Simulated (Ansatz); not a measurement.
Ansatz (an electronic-structure program) input (B3LYP/3-21G): The .json file is the Basis Set Exchange's 3-21G.

Ansatz 0.2 input:
```yaml
crystal:
  periodic: [false, false, false]
  atoms:
    - {symbol: C, position_ang: [1.12919533, -0.39406295, -0.00164990]}
    - {symbol: C, position_ang: [-0.14143027, 0.51242111, -0.00266185]}
    - {symbol: O, position_ang: [-1.28208088, -0.15550863, 0.00560815]}
    - {symbol: H, position_ang: [0.02137937, 1.21875287, 0.88106336]}
    - {symbol: H, position_ang: [0.01494044, 1.20774330, -0.89622607]}
    - {symbol: H, position_ang: [2.06517780, 0.18990598, -0.00865831]}
    - {symbol: H, position_ang: [1.11748454, -1.03576096, 0.88706791]}
    - {symbol: H, position_ang: [1.11107452, -1.04672109, -0.88224163]}
basis:
  gaussian:
    orbitals: 3-21G.json
hamiltonian:
  xc: {name: B3LYP}
total_charge: -1
output: {forces: true}
```

Output:

```
WARN ansatz: RAYON_NUM_THREADS=1 ignored (pool sized by the plan → 1); use --threads N
Functional definition: B3LYP
integrals: 0.01 GiB planned
440 factors; integrals over basis functions are off by at most 9.2e-4 eV
mean field: 0.09 GiB planned
mean field evaluation 1: about -4176.2514 eV, gradient 2.6e1 eV
mean field evaluation 2: about -4172.6010 eV, gradient 5.2e1 eV
mean field evaluation 4: about -4177.6520 eV, gradient 1.6e0 eV
mean field evaluation 8: about -4177.6282 eV, gradient 6.5e-2 eV
mean field -4177.62820681 eV, -153.5250049022 hartree, gradient 7.1e-5 eV, S^2 0.000000; 0 other end points of the search recorded, 0 dependent functions left out
the calculation of the forces begins
reference -4177.62834859 eV, -153.5250101125 hartree; 13, 13 occupied and 24, 24 virtual orbitals, 440 factors
Total energy: -4177.62834859 eV, -153.5250101125 hartree
Atom 0 at     1.129195    -0.394063    -0.001650 Å, force     0.703789    -0.007543    -0.002503 eV/Å
Atom 1 at    -0.141430     0.512421    -0.002662 Å, force    -0.978557    -0.067188     0.003961 eV/Å
Atom 2 at    -1.282081    -0.155509     0.005608 Å, force    -0.770641    -0.686350     0.007044 eV/Å
Atom 3 at     0.021379     1.218753     0.881063 Å, force     0.517568     0.437060     0.262117 eV/Å
Atom 4 at     0.014940     1.207743    -0.896226 Å, force     0.515635     0.433756    -0.271255 eV/Å
Atom 5 at     2.065178     0.189906    -0.008658 Å, force     0.171576     0.019611    -0.000743 eV/Å
Atom 6 at     1.117485    -1.035761     0.887068 Å, force    -0.079333    -0.064072     0.097615 eV/Å
Atom 7 at     1.111075    -1.046721    -0.882242 Å, force    -0.080036    -0.065273    -0.096236 eV/Å
Dipole moment:     0.615918    -0.088684    -0.001682 e Å
```

The dipole moment of an ion depends on the origin.
